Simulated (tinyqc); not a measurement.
UHF in the sto-3g basis, for BH3, spin multiplicity 1, step by step. One step of it, computed by the program tinyqc.

Problem. Iteration 2: diagonalisation and new density. Diagonalise F' = X^T F X, C = X C', fill 4 alpha and 4 beta electrons from the bottom; D(s) = C_occ C_occ^T; the new density keeps 0.7 of the old one (damping). Each column has its largest component positive (the first on a tie).

extrapolated F(alpha) (hartree), lower triangle:
```
            1B 1s      1B 2s     1B 2px     1B 2py     1B 2pz      2H 1s      3H 1s      4H 1s
1B 1s   -7.465444
1B 2s   -2.189324  -1.027588
1B 2px   0.000146   0.000153  -0.110094
1B 2py   0.000025  -0.000809   0.000018  -0.105379
1B 2pz  -0.000581   0.003025  -0.000001  -0.049029   0.225077
2H 1s   -0.329932  -0.428278  -0.351328  -0.000006   0.003791  -0.284905
3H 1s   -0.329458  -0.428033   0.176031  -0.302202  -0.021805  -0.075939  -0.284841
4H 1s   -0.329510  -0.427634   0.176046   0.302219   0.029398  -0.076057  -0.077133  -0.285675
```

extrapolated F(beta) (hartree), lower triangle:
```
            1B 1s      1B 2s     1B 2px     1B 2py     1B 2pz      2H 1s      3H 1s      4H 1s
1B 1s   -7.465444
1B 2s   -2.189324  -1.027588
1B 2px   0.000146   0.000153  -0.110094
1B 2py  -0.000025   0.000809  -0.000018  -0.105379
1B 2pz  -0.000581   0.003025  -0.000001   0.049029   0.225077
2H 1s   -0.329932  -0.428278  -0.351328   0.000006   0.003791  -0.284905
3H 1s   -0.329510  -0.427634   0.176046  -0.302219   0.029398  -0.076057  -0.285675
4H 1s   -0.329458  -0.428033   0.176031   0.302202  -0.021805  -0.075939  -0.077133  -0.284841
```

X, lower triangle:
```
            1B 1s      1B 2s     1B 2px     1B 2py    1B 2pz      2H 1s      3H 1s     4H 1s
1B 1s    1.032390
1B 2s   -0.166573   1.231096
1B 2px  -0.000008   0.000093   1.118907
1B 2py   0.000000   0.000000   0.000000   1.118739
1B 2pz   0.000363  -0.002907  -0.000002   0.000000  1.000042
2H 1s    0.024153  -0.229657  -0.253100   0.000000  0.003316   1.144292
3H 1s    0.024141  -0.229426   0.126484  -0.218974  0.003312  -0.008018   1.144062
4H 1s    0.024141  -0.229426   0.126484   0.218974  0.003312  -0.008018  -0.007993  1.144062
```

D(alpha) after iteration 1, lower triangle:
```
            1B 1s      1B 2s     1B 2px     1B 2py     1B 2pz     2H 1s     3H 1s     4H 1s
1B 1s    1.021791
1B 2s   -0.083172   0.389402
1B 2px  -0.000054   0.000179   0.466021
1B 2py  -0.000568   0.001709  -0.000008   0.449173
1B 2pz   0.001608  -0.004455  -0.000001   0.118479   0.031419
2H 1s   -0.080198   0.174655   0.249655   0.000093  -0.002136  0.244597
3H 1s   -0.080316   0.174934  -0.125061   0.209711   0.051653  0.000332  0.242332
4H 1s   -0.079848   0.173461  -0.125057  -0.209522  -0.055925  0.000389  0.003185  0.242480
```

D(beta) after iteration 1, lower triangle:
```
            1B 1s      1B 2s     1B 2px     1B 2py     1B 2pz     2H 1s     3H 1s     4H 1s
1B 1s    1.021791
1B 2s   -0.083172   0.389402
1B 2px  -0.000054   0.000179   0.466021
1B 2py   0.000568  -0.001709   0.000008   0.449173
1B 2pz   0.001608  -0.004455  -0.000001  -0.118479   0.031419
2H 1s   -0.080198   0.174655   0.249655  -0.000093  -0.002136  0.244597
3H 1s   -0.079848   0.173461  -0.125057   0.209522  -0.055925  0.000389  0.242480
4H 1s   -0.080316   0.174934  -0.125061  -0.209711   0.051653  0.000332  0.003185  0.242332
```

overlap S, lower triangle:
```
           1B 1s     1B 2s     1B 2px     1B 2py     1B 2pz     2H 1s     3H 1s     4H 1s
1B 1s   1.000000
1B 2s   0.269328  1.000000
1B 2px  0.000000  0.000000   1.000000
1B 2py  0.000000  0.000000   0.000000   1.000000
1B 2pz  0.000000  0.000000   0.000000   0.000000   1.000000
2H 1s   0.039488  0.363978   0.403713   0.000000  -0.005398  1.000000
3H 1s   0.039438  0.363719  -0.201808   0.349402  -0.005393  0.053172  1.000000
4H 1s   0.039438  0.363719  -0.201808  -0.349402  -0.005393  0.053172  0.053159  1.000000
```

Give: F' = X^T F X; orbital energies; coefficients C; F' = X^T F X; orbital energies; coefficients C; D(alpha) after iteration 2; D(beta) after iteration 2.

Solution.

F' = X^T F X (alpha) (hartree), lower triangle:
```
         1        2        3        4        5        6        7        8
1  -7.2721
2  -1.1905  -0.2859
3   0.0001   0.0003   0.1407
4   0.0001  -0.0008   0.0000   0.1443
5   0.0000  -0.0018   0.0000  -0.0436   0.2252
6  -0.0068  -0.3103  -0.3947   0.0000   0.0044  -0.0027
7  -0.0066  -0.3095   0.1975  -0.3402  -0.0143  -0.0223  -0.0039
8  -0.0067  -0.3092   0.1975   0.3401   0.0232  -0.0224  -0.0229  -0.0047
```

orbital energies (alpha) (hartree): MO1 -7.4708, MO2 -0.5957, MO3 -0.4076, MO4 -0.4074, MO5 0.2280, MO6 0.4597, MO7 0.5671, MO8 0.5674

coefficients C (alpha):
```
            MO1      MO2      MO3      MO4      MO5      MO6      MO7      MO8
1B 1s    0.9914  -0.2210   0.0007   0.0001  -0.0080  -0.2520  -0.0019   0.0009
1B 2s    0.0328   0.6191  -0.0025   0.0000   0.0334   1.1471   0.0089  -0.0041
1B 2px   0.0000  -0.0009  -0.4338  -0.2638   0.0000  -0.0090   0.8692  -0.5786
1B 2py   0.0000   0.0007  -0.2623   0.4317   0.0082  -0.0025   0.5792   0.8699
1B 2pz   0.0000  -0.0030  -0.0399   0.0657   0.9955  -0.0350  -0.0252  -0.0373
2H 1s   -0.0052   0.2846  -0.4595  -0.2799  -0.0135  -0.6231  -0.6810   0.4519
3H 1s   -0.0052   0.2860  -0.0114   0.5370  -0.0811  -0.6296  -0.0551  -0.8061
4H 1s   -0.0052   0.2861   0.4723  -0.2585   0.0540  -0.6344   0.7209   0.3597
```

F' = X^T F X (beta) (hartree), lower triangle:
```
         1        2        3        4        5        6        7        8
1  -7.2721
2  -1.1905  -0.2859
3   0.0001   0.0003   0.1407
4  -0.0001   0.0008   0.0000   0.1443
5   0.0000  -0.0018   0.0000   0.0436   0.2252
6  -0.0068  -0.3103  -0.3947   0.0000   0.0044  -0.0027
7  -0.0067  -0.3092   0.1975  -0.3401   0.0232  -0.0224  -0.0047
8  -0.0066  -0.3095   0.1975   0.3402  -0.0143  -0.0223  -0.0229  -0.0039
```

orbital energies (beta) (hartree): MO1 -7.4708, MO2 -0.5957, MO3 -0.4076, MO4 -0.4074, MO5 0.2280, MO6 0.4597, MO7 0.5671, MO8 0.5674

coefficients C (beta):
```
            MO1      MO2      MO3      MO4      MO5      MO6      MO7      MO8
1B 1s    0.9914  -0.2210   0.0007   0.0001  -0.0080  -0.2520  -0.0019  -0.0009
1B 2s    0.0328   0.6191  -0.0025   0.0000   0.0334   1.1471   0.0089   0.0041
1B 2px   0.0000  -0.0009  -0.4338  -0.2638   0.0000  -0.0090   0.8692   0.5786
1B 2py   0.0000  -0.0007   0.2623  -0.4317  -0.0082   0.0025  -0.5792   0.8699
1B 2pz   0.0000  -0.0030  -0.0399   0.0657   0.9955  -0.0350  -0.0252   0.0373
2H 1s   -0.0052   0.2846  -0.4595  -0.2799  -0.0135  -0.6231  -0.6810  -0.4519
3H 1s   -0.0052   0.2861   0.4723  -0.2585   0.0540  -0.6344   0.7209  -0.3597
4H 1s   -0.0052   0.2860  -0.0114   0.5370  -0.0811  -0.6296  -0.0551   0.8061
```

D(alpha) after iteration 2, lower triangle:
```
          1B 1s    1B 2s   1B 2px   1B 2py   1B 2pz    2H 1s    3H 1s   4H 1s
1B 1s    1.0248
1B 2s   -0.0895   0.3879
1B 2px  -0.0001   0.0003   0.4035
1B 2py  -0.0005   0.0015   0.0000   0.3910
1B 2pz   0.0013  -0.0036   0.0000   0.0946   0.0238
2H 1s   -0.0766   0.1754   0.2566   0.0000  -0.0018   0.2824
3H 1s   -0.0767   0.1755  -0.1286   0.2173   0.0466  -0.0189   0.2807
4H 1s   -0.0763   0.1742  -0.1286  -0.2172  -0.0502  -0.0187  -0.0165  0.2813
```

D(beta) after iteration 2, lower triangle:
```
          1B 1s    1B 2s   1B 2px   1B 2py   1B 2pz    2H 1s    3H 1s   4H 1s
1B 1s    1.0248
1B 2s   -0.0895   0.3879
1B 2px  -0.0001   0.0003   0.4035
1B 2py   0.0005  -0.0015   0.0000   0.3910
1B 2pz   0.0013  -0.0036   0.0000  -0.0946   0.0238
2H 1s   -0.0766   0.1754   0.2566   0.0000  -0.0018   0.2824
3H 1s   -0.0763   0.1742  -0.1286   0.2172  -0.0502  -0.0187   0.2813
4H 1s   -0.0767   0.1755  -0.1286  -0.2173   0.0466  -0.0189  -0.0165  0.2807
```
